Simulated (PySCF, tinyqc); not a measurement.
Inside a calculation. Method: LCCD on RHF in the sto-3g basis, frozen core, for HF, spin multiplicity 1. The lowest restricted solution is unstable here: a spin-polarised one lies 0.0128 hartree lower (PySCF). Computed by tinyqc, a small Python program that keeps every step (integrals from PySCF). Settings: charge = 0, multiplicity = 1, basis = sto-3g, method = RHF, frozen orbitals = 1, energy threshold = 1e-10, iteration cap = 72, orthogonalisation = symmetric, start = Wolfsberg-Helmholz matrix, DIIS depth = 6, amplitude equations = LCCD, DIIS depth for amplitudes = 6, cap on updates = 62. Command: `OMP_NUM_THREADS=1 python tinyqc.py 31754 31755 out.jsonl` (the two numbers bound the seeds that draw the settings). One thread of a shared host (Intel(R) Xeon(R) Processor @ 2.60GHz), about 0.07 s of CPU time with the checks. The early iterations of the SCF are left out here.

## One-electron integrals

Geometry (angstrom):

| atom | x | y | z |
|---|---|---|---|
| F | 0.000000 | 0.000000 | 0.000000 |
| H | 0.000000 | 0.000000 | 1.322000 |

Basis sto-3g: exponents (1/bohr^2) and contraction coefficients of normalised primitives:

| element | l (shell) | exponent | coefficient |
|---|---|---|---|
| F | s (1) | 166.679130 | 0.154329 |
| F | s (1) | 30.360812 | 0.535328 |
| F | s (1) | 8.216821 | 0.444635 |
| F | s (2) | 6.464803 | -0.099967 |
| F | s (2) | 1.502281 | 0.399513 |
| F | s (2) | 0.488588 | 0.700115 |
| F | p (3) | 6.464803 | 0.155916 |
| F | p (3) | 1.502281 | 0.607684 |
| F | p (3) | 0.488588 | 0.391957 |
| H | s (1) | 3.425251 | 0.154329 |
| H | s (1) | 0.623914 | 0.535328 |
| H | s (1) | 0.168855 | 0.444635 |

Overlap, kinetic and nuclear-attraction integrals over the contracted functions; the nuclear repulsion is the sum of Za Zb / Rab.

nuclear repulsion = 3.60256800 hartree

overlap S, lower triangle:
```
           1F 1s     1F 2s    1F 2px    1F 2py    1F 2pz     2H 1s
1F 1s   1.000000
1F 2s   0.237990  1.000000
1F 2px  0.000000  0.000000  1.000000
1F 2py  0.000000  0.000000  0.000000  1.000000
1F 2pz  0.000000  0.000000  0.000000  0.000000  1.000000
2H 1s   0.018985  0.227949  0.000000  0.000000  0.204591  1.000000
```

kinetic energy T (hartree), lower triangle:
```
            1F 1s     1F 2s    1F 2px    1F 2py    1F 2pz     2H 1s
1F 1s   36.984577
1F 2s   -0.212858  1.037995
1F 2px   0.000000  0.000000  3.248015
1F 2py   0.000000  0.000000  0.000000  3.248015
1F 2pz   0.000000  0.000000  0.000000  0.000000  3.248015
2H 1s   -0.006223  0.001724  0.000000  0.000000  0.058020  0.760032
```

nuclear attraction V (hartree), lower triangle:
```
             1F 1s       1F 2s      1F 2px      1F 2py      1F 2pz      2H 1s
1F 1s   -77.409865
1F 2s    -9.272073  -11.941387
1F 2px    0.000000    0.000000  -11.834260
1F 2py    0.000000    0.000000    0.000000  -11.834260
1F 2pz   -0.007245   -0.090435    0.000000    0.000000  -11.878275
2H 1s    -0.757167   -1.898277    0.000000    0.000000   -1.446783  -4.798463
```

core Hamiltonian H = T + V (hartree), lower triangle:
```
             1F 1s       1F 2s     1F 2px     1F 2py     1F 2pz      2H 1s
1F 1s   -40.425288
1F 2s    -9.484930  -10.903392
1F 2px    0.000000    0.000000  -8.586245
1F 2py    0.000000    0.000000   0.000000  -8.586245
1F 2pz   -0.007245   -0.090435   0.000000   0.000000  -8.630260
2H 1s    -0.763390   -1.896554   0.000000   0.000000  -1.388763  -4.038431
```

## Two-electron integrals

Functions are numbered as in S; the eight-fold symmetry (ij|kl) = (ji|kl) = (kl|ij) leaves the list below.

Two-electron integrals (ij|kl) in chemists' order, unique and non-zero (hartree):
```
(11|11) 5.403501   (21|11) 0.841920   (21|21) 0.156299   (22|11) 1.268028
(22|21) 0.292344   (22|22) 0.926167   (31|31) 0.027998   (32|31) 0.043169
(32|32) 0.204588   (33|11) 1.264502   (33|21) 0.292403   (33|22) 0.925959
(33|33) 0.997514   (41|41) 0.027998   (42|41) 0.043169   (42|42) 0.204588
(43|43) 0.053770   (44|11) 1.264502   (44|21) 0.292403   (44|22) 0.925959
(44|33) 0.889973   (44|44) 0.997514   (51|51) 0.027998   (52|51) 0.043169
(52|52) 0.204588   (53|53) 0.053770   (54|54) 0.053770   (55|11) 1.264502
(55|21) 0.292403   (55|22) 0.925959   (55|33) 0.889973   (55|44) 0.889973
(55|55) 0.997514   (61|11) 0.067938   (61|21) 0.012517   (61|22) 0.023302
(61|33) 0.023269   (61|44) 0.023269   (61|51) 0.000483   (61|52) 0.000916
(61|55) 0.023372   (61|61) 0.001012   (62|11) 0.193822   (62|21) 0.045380
(62|22) 0.163172   (62|33) 0.160723   (62|44) 0.160723   (62|51) 0.003041
(62|52) 0.025111   (62|55) 0.167906   (62|61) 0.003690   (62|62) 0.037223
(63|31) 0.004482   (63|32) 0.027598   (63|53) 0.005109   (63|63) 0.005231
(64|41) 0.004482   (64|42) 0.027598   (64|54) 0.005109   (64|64) 0.005231
(65|11) 0.141094   (65|21) 0.033431   (65|22) 0.128847   (65|33) 0.123605
(65|44) 0.123605   (65|51) 0.006408   (65|52) 0.046014   (65|55) 0.139182
(65|61) 0.002813   (65|62) 0.036231   (65|65) 0.040323   (66|11) 0.396770
(66|21) 0.094365   (66|22) 0.392378   (66|33) 0.381170   (66|44) 0.381170
(66|51) 0.006814   (66|52) 0.080849   (66|55) 0.414509   (66|61) 0.007692
(66|62) 0.122325   (66|65) 0.139606   (66|66) 0.774606
```

## Orthogonalisation

S = U s U^T; symmetric (Loewdin) form X = U s^(-1/2) U^T, so that X^T S X = 1.

eigenvalues of S: 0.644697  0.857020  1.000000  1.000000  1.125028  1.373256

X, lower triangle:
```
            1F 1s      1F 2s    1F 2px    1F 2py     1F 2pz     2H 1s
1F 1s    1.022517
1F 2s   -0.126038   1.044229
1F 2px   0.000000   0.000000  1.000000
1F 2py   0.000000   0.000000  0.000000  1.000000
1F 2pz  -0.002293   0.019296  0.000000  0.000000   1.016874
2H 1s    0.012346  -0.123940  0.000000  0.000000  -0.108845  1.038161
```

## Iteration 6 (converged): orbitals

converged F (hartree), lower triangle:
```
             1F 1s      1F 2s     1F 2px     1F 2py     1F 2pz      2H 1s
1F 1s   -25.921206
1F 2s    -6.626015  -3.014312
1F 2px    0.000000   0.000000  -0.464345
1F 2py    0.000000   0.000000   0.000000  -0.464345
1F 2pz   -0.013510  -0.014606   0.000000   0.000000  -0.196336
2H 1s    -0.540173  -0.551945   0.000000   0.000000  -0.394321  -0.247883
```

Diagonalise F' = X^T F X, C = X C', fill 5 alpha and 5 beta electrons from the bottom; D = 2 C_occ C_occ^T. Each column has its largest component positive (the first on a tie).

F' = X^T F X (hartree), lower triangle:
```
            1          2          3          4          5          6
1  -25.453574
2   -3.389245  -1.831015
3    0.000000   0.000000  -0.464345
4    0.000000   0.000000   0.000000  -0.464345
5   -0.028549   0.049787   0.000000   0.000000  -0.117800
6   -0.025174  -0.273204   0.000000   0.000000  -0.381518  -0.082517
```

orbital energies (hartree): MO1 -25.930400, MO2 -1.408597, MO3 -0.464345, MO4 -0.464345, MO5 -0.459919, MO6 0.314011

coefficients C:
```
              MO1        MO2       MO3        MO4        MO5        MO6
1F 1s    0.995018  -0.259688  0.000000   0.000000   0.043941   0.046423
1F 2s    0.020355   1.004801  0.000000   0.000000  -0.222907  -0.249613
1F 2px   0.000000   0.000000  0.990915  -0.134488   0.000000   0.000000
1F 2py   0.000000   0.000000  0.134488   0.990915   0.000000   0.000000
1F 2pz   0.001028   0.016786  0.000000   0.000000   0.685473  -0.759014
2H 1s   -0.002589   0.086511  0.000000   0.000000   0.610677   0.851306
```

D after iteration 6, lower triangle:
```
            1F 1s      1F 2s    1F 2px    1F 2py    1F 2pz     2H 1s
1F 1s    2.118858
1F 2s   -0.500951   2.119454
1F 2px   0.000000   0.000000  2.000000
1F 2py   0.000000   0.000000  0.000000  2.000000
1F 2pz   0.053568  -0.271817  0.000000  0.000000  0.940312
2H 1s    0.003583  -0.098500  0.000000  0.000000  0.840104  0.760834
```

Within a degenerate level the vectors are fixed only up to a rotation; this is one choice.

## Convergence

Stop when the energy changes by less than 1e-10 hartree and every element of the error matrix X^T (F D S - S D F) X is below 3e-06.

Course of the cycle:

| iteration | E (hartree) | change | largest element of the error matrix |
|---|---|---|---|
| 1 | -98.12274431 | - | 4.45e-01 |
| 2 | -98.47910385 | -3.56e-01 | 4.51e-02 |
| 3 | -98.48060565 | -1.50e-03 | 9.10e-03 |
| 4 | -98.48067418 | -6.85e-05 | 6.80e-04 |
| 5 | -98.48067448 | -2.99e-07 | 5.46e-06 |
| 6 | -98.48067448 | -3.39e-11 | 1.67e-07 |

PySCF RHF in the same basis = -98.48067448 hartree

Converged in 6 iterations.

## Integrals over molecular orbitals

(pq|rs) = sum C_ip C_jq C_kr C_ls (ij|kl), one index at a time.

one-electron integrals over orbitals h = C^T H C (hartree), lower triangle:
```
            1          2          3          4          5          6
1  -40.408122
2    0.725621  -9.119735
3    0.000000   0.000000  -8.586245
4    0.000000   0.000000   0.000000  -8.586245
5   -0.115484   0.456652   0.000000   0.000000  -6.655290
6   -0.127170   0.700936   0.000000   0.000000   2.336040  -5.938671
```

Two-electron integrals over orbitals (pq|rs), unique and non-zero (hartree); the lowest 1 orbital is frozen and left out:
```
(22|22) 0.877041    (32|32) 0.190582    (33|22) 0.897910    (33|33) 0.997514
(42|42) 0.190582    (43|43) 0.053770    (44|22) 0.897910    (44|33) 0.889973
(44|44) 0.997514    (52|22) -0.045626   (52|33) -0.061091   (52|44) -0.061091
(52|52) 0.129343    (53|32) -0.024779   (53|53) 0.033594    (54|42) -0.024779
(54|54) 0.033594    (55|22) 0.678009    (55|33) 0.664019    (55|44) 0.664019
(55|52) -0.010275   (55|55) 0.660813    (62|22) -0.075841   (62|33) -0.075548
(62|44) -0.075548   (62|52) -0.081112   (62|55) -0.020583   (62|62) 0.091291
(63|32) -0.025363   (63|53) -0.023272   (63|63) 0.028598    (64|42) -0.025363
(64|54) -0.023272   (64|64) 0.028598    (65|22) -0.249950   (65|33) -0.255643
(65|44) -0.255643   (65|52) 0.074375    (65|55) -0.088677   (65|62) 0.032029
(65|65) 0.242130    (66|22) 0.630608    (66|33) 0.616396    (66|44) 0.616396
(66|52) 0.040981    (66|55) 0.640143    (66|62) -0.049948   (66|65) -0.028220
(66|66) 0.663939
```

## LCCD: starting amplitudes

t_ij^ab = <ij||ab> / (e_i + e_j - e_a - e_b), whose energy is MP2.

Starting amplitudes (spin orbitals 1a, 1b, ...; amplitudes related by a flip of all spins are not repeated):

| from | to | t |
|---|---|---|
| 5a 5b | 6a 6b | -0.156429 |
| 2a 2b | 6a 6b | -0.026498 |
| 4a 4b | 6a 6b | -0.018371 |
| 3a 3b | 6a 6b | -0.018371 |
| 2a 5b | 6a 6b | -0.012829 |

correlation energy = -0.04216780 hartree

## LCCD: amplitude update 1

t_ij^ab D_ij^ab are set to the remaining terms of the spin-orbital equations, evaluated with the old amplitudes; for the doubles these are <ij||ab> + 1/2 <ab||ef> t_ij^ef + 1/2 <mn||ij> t_mn^ab + P(ij)P(ab) <mb||ej> t_im^ae, D the orbital-energy denominators (linear CCD).

Amplitudes after update 1 (spin orbitals 1a, 1b, ...; amplitudes related by a flip of all spins are not repeated):

| from | to | t |
|---|---|---|
| 5a 5b | 6a 6b | -0.230369 |
| 2a 2b | 6a 6b | -0.025449 |
| 2a 5b | 6a 6b | -0.021767 |
| 4a 4b | 6a 6b | -0.020340 |
| 3a 3b | 6a 6b | -0.020340 |

correlation energy = -0.06066029 hartree

## LCCD: amplitude update 2

As before.

Amplitudes after update 2 (spin orbitals 1a, 1b, ...; amplitudes related by a flip of all spins are not repeated):

| from | to | t |
|---|---|---|
| 5a 5b | 6a 6b | -0.266968 |
| 2a 5b | 6a 6b | -0.026187 |
| 2a 2b | 6a 6b | -0.022707 |
| 4a 4b | 6a 6b | -0.020034 |
| 3a 3b | 6a 6b | -0.020034 |

correlation energy = -0.06953738 hartree

## LCCD: convergence

E_corr = 1/4 sum <ij||ab> t_ij^ab; stop when the norm of the change is below 1e-8.

Course of the amplitude iterations:

| update | correlation energy (hartree) | norm of the change |
|---|---|---|
| 0 | -0.04216780 | - |
| 1 | -0.06066029 | 1.50e-01 |
| 2 | -0.06953738 | 7.45e-02 |
| 3 | -0.07834308 | 3.74e-02 |
| 4 | -0.07834906 | 6.91e-04 |
| 5 | -0.07834566 | 1.19e-04 |
| 6 | -0.07834584 | 2.69e-05 |
| 7 | -0.07834584 | 1.91e-15 |

Converged amplitudes (spin orbitals 1a, 1b, ...; amplitudes related by a flip of all spins are not repeated):

| from | to | t |
|---|---|---|
| 5a 5b | 6a 6b | -0.303940 |
| 2a 5b | 6a 6b | -0.030167 |
| 2a 2b | 6a 6b | -0.019111 |
| 4a 4b | 6a 6b | -0.018807 |
| 3a 3b | 6a 6b | -0.018807 |

LCCD total energy = -98.55902031 hartree

Converged in 7 updates, with DIIS from the third.
